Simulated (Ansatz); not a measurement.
Reaction: C2H4O2 (methyl formate, SMILES COC=O) → C2H3O2 (SMILES C(O[CH2])=O, doublet) + H (doublet) (the C-H bond breaks)
Each species at its own B3LYP-D3(BJ)/def2-TZVP minimum (Ansatz, a program for electronic structure), one conformer.

Wanted: bond dissociation energy (electronic), in kcal/mol. Radicals and triplets start from unrestricted determinants; spin-orbit coupling is neglected. CBS(X,Y): correlation extrapolated as X^-3, Hartree-Fock from the larger set. A bracket is a step between two methods taken in the basis named. Functionals run without relativity, which enters their misses. '+ core + X2C': CCSD(T) terms for core correlation (cc-pwCVTZ) and scalar relativity (cc-pVTZ-DK). For partners of very few electrons the exact lower level stands in for a higher one.

CCSD(T)/CBS(cc-pVTZ,cc-pVQZ) + [CCSDT(Q) - CCSD(T)]/cc-pVDZ + core + X2C (Ansatz) gives 108.0 kcal/mol.

Task: How far off this value is PBE/def2-TZVPD (Ansatz), in which direction, and which of these levels come nearer: r2SCAN/def2-TZVPD, CCSD(T)/CBS(cc-pVTZ,cc-pVQZ) + core + X2C?

Result: PBE gives 101.6 kcal/mol, 6.4 kcal/mol below it. Differences of the others: r2SCAN/def2-TZVPD (Ansatz) -6.7; CCSD(T)/CBS(cc-pVTZ,cc-pVQZ) + core + X2C (Ansatz) 0.1 kcal/mol. Nearer than PBE: CCSD(T)/CBS(cc-pVTZ,cc-pVQZ) + core + X2C.
